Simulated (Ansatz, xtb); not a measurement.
## A geometry optimisation of CH4B− with r2SCAN-D4/def2-SVPD

The starting geometry of this gas-phase singlet was built from a drawn formula by distance geometry and a force field; its bonds are those of `[BH3-][CH]`.

```json
{"atom": "C", "x (Å)": "-0.4479", "y (Å)": "-0.3699", "z (Å)": "-1.6637"}
{"atom": "B", "x (Å)": "-0.3486", "y (Å)": "1.1151", "z (Å)": "-1.0497"}
{"atom": "H", "x (Å)": "0.7616", "y (Å)": "1.5046", "z (Å)": "-1.2783"}
{"atom": "H", "x (Å)": "-0.5396", "y (Å)": "1.0526", "z (Å)": "0.1116"}
{"atom": "H", "x (Å)": "-1.1254", "y (Å)": "1.8499", "z (Å)": "-1.5868"}
{"atom": "H", "x (Å)": "-1.5073", "y (Å)": "-0.7621", "z (Å)": "-1.4739"}
```

Predict what it relaxes into with r2SCAN-D4/def2-SVPD.

It rearranges to `[BH2-]=C`. Contacts that open: B2–H4 (1.18 → 2.27 Å). Contacts that close: C1–H4 (2.28 → 1.10 Å).

The energy falls by 3.34 eV over 17 steps:

```csv
step,E − E(last) (eV)
1,3.343
3,3.067
5,2.951
6,2.867
8,2.069
10,1.579
12,0.690
13,0.292
15,0.011
17,0.000
```

Final geometry (Å):

```yaml
atoms:
  - { symbol: C, position_ang: [-0.7211, 0.0528, -0.9133] }
  - { symbol: B, position_ang: [-0.3559, 1.3814, -1.3898] }
  - { symbol: H, position_ang: [0.6898, 1.9451, -1.0409] }
  - { symbol: H, position_ang: [-0.1039, -0.5408, -0.2175] }
  - { symbol: H, position_ang: [-1.0704, 2.0235, -2.1711] }
  - { symbol: H, position_ang: [-1.6457, -0.4721, -1.2083] }
```

From the same start GFN2-xTB reaches the same bonding as this run.

No frequencies were run, so the end isn't proven a minimum. Run with Ansatz 0.2.0, 13 s on 2 threads of Arm Neoverse V1, on a shared host.
